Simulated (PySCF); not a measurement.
# SiO from Hartree–Fock to correlated methods

State: ¹Σ⁺ (singlet), closed shell. Set-up: PySCF, no relativity, basis sets Si 6-311G(d,p), O 6-311G(d,p). De refers to Si + O in their high-spin ground configurations, without counterpoise correction. A positive dipole means Si(−)O(+).

```tsv
Level	Re (Å)	ωe (cm⁻¹)	De (eV)	μ (D)
RHF	1.483	1412	4.38	-3.42
RHF-MP2	1.533	1195	7.93	n/a
RHF-SCS-MP2	1.528	1214	7.71	n/a
RHF-CCSD	1.514	1286	7.16	n/a
RHF-CCSD(T)	1.525	1227	7.47	n/a
LDA	1.524	1222	9.38	-2.67
PBE	1.538	1187	8.22	-2.61
BP86	1.538	1186	8.26	-2.65
r²SCAN	1.522	1241	7.85	-2.70
PBE0	1.515	1270	7.57	-2.86
BHandHLYP	1.499	1333	7.04	-3.14
ωB97X	1.509	1298	7.75	-2.94
```

(1) Which functional lies closest to RHF-CCSD(T) in De, which farthest, and by how much do they differ from it?

(2) What does a quarter of exact exchange do here, going from PBE to PBE0?

(3) What does the gradient correction do here, going from LDA to PBE?

Correlated steps freeze 6 core orbitals. Where the molecule has an RHF reference, its open-shell atoms are computed with UHF. The CCSD T1 diagnostic is raised, a sign that a single reference may not be enough here.

Results:

(1) Closest is PBE0 (-1.0 pm in Re, +3.5 % in ωe, +0.10 eV in De against RHF-CCSD(T) in the same basis), farthest LDA (-0.1 pm in Re, -0.4 % in ωe, +1.91 eV in De). CCSD(T) converges more slowly with the basis than the functionals do and binds too weakly in this one, so the order can change at the basis-set limit.

(2) PBE0 less PBE: -2.3 pm in Re, +7.0 % in ωe, -0.65 eV in De. Exact exchange removes part of the self-interaction that spreads semilocal densities, and in most molecules shortens and stiffens the bond and lowers De; so it does here.

(3) PBE less LDA: +1.4 pm in Re, -2.9 % in ωe, -1.16 eV in De. The gradient correction favours the more uneven density of free atoms, so it tends to lengthen bonds and takes away much of the overbinding of LDA; so it does here.
